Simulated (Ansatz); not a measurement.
**C2H3N (SMILES C#CN): functionals against CCSD(T) at one geometry**

The task here is to estimate one member of a computed series from the others.

The runs use Ansatz 0.2.0, Gaussian basis; single points in def2-TZVPP.

Correlated methods freeze the cores. B3LYP uses VWN-RPA correlation.

## Starting geometry

SMILES `C#CN`, 6 atoms, charge 0, spin multiplicity 1.

Atoms are counted from 1 here; the program's logs count them from 0.

Bond lengths: C1–C2 1.153 Å, C1–H4 1.204 Å, C2–N3 1.364 Å, N3–H5 0.746 Å, N3–H6 1.193 Å. Angles: C2–C1–H4 155.1°, C1–C2–N3 160.4°, C2–N3–H5 135.7°, C2–N3–H6 94.9°, H5–N3–H6 105.2°.

Coordinates:

```xyz
6
charge 0, multiplicity 1
C    -1.1854   -0.5403   -0.6359
C    -0.2892   -0.0933   -0.0637
N     0.9761    0.0676    0.4184
H    -2.1086   -0.5180   -1.4088
H     1.6213    0.3280    0.1484
H     0.6625    0.8368    1.2751
```

The first run:

Input file run/in.yaml:

```yaml
crystal:
  periodic: [false, false, false]
  atoms:
    - {symbol: C, position_ang: [-1.185400, -0.540300, -0.635900]}
    - {symbol: C, position_ang: [-0.289200, -0.093300, -0.063700]}
    - {symbol: N, position_ang: [0.976100, 0.067600, 0.418400]}
    - {symbol: H, position_ang: [-2.108600, -0.518000, -1.408800]}
    - {symbol: H, position_ang: [1.621300, 0.328000, 0.148400]}
    - {symbol: H, position_ang: [0.662500, 0.836800, 1.275100]}
basis:
  gaussian: {orbitals: def2-TZVPP}
correlation: {method: ccsd_t}
output: {forces: true}
```

On the command line:

```sh
> ansatz run in.yaml --threads 4 --pin off --events-out ev --progress --plain --max-ram 5222MiB
```

Among the steps run: CCSD(T)/def2-TZVPP; PBE0-D4/def2-TZVPP; wB97M-V/def2-TZVPP; r2SCAN-D4/def2-TZVPP; PBE-D4/def2-TZVPP; revPBE-D4/def2-TZVPP; B3LYP-D4/def2-TZVPP.

One of the session's tables, all rows but one given; the rest of the session is left out.

```
   method  RMS force component (eV/Å)  angle to CCSD(T) forces (°)  dipole (D)
  CCSD(T)                      11.228                    reference        1.83
  PBE0-D4                      11.233                          1.8        1.95
  wB97M-V                      11.096                          2.1        1.92
r2SCAN-D4                      11.203                          1.3        1.99
   PBE-D4                           ?                            ?           ?
revPBE-D4                      11.262                          1.2        1.96
 B3LYP-D4                      11.091                          1.8        1.93
```

Q: Estimate the row for PBE-D4 from the others.

**Answer.** RMS force component (eV/Å): 11.259; angle to CCSD(T) forces (°): 1.3; dipole (D): 1.97. In the column «RMS force component (eV/Å)» it lies between PBE0-D4 (11.233) and revPBE-D4 (11.262).
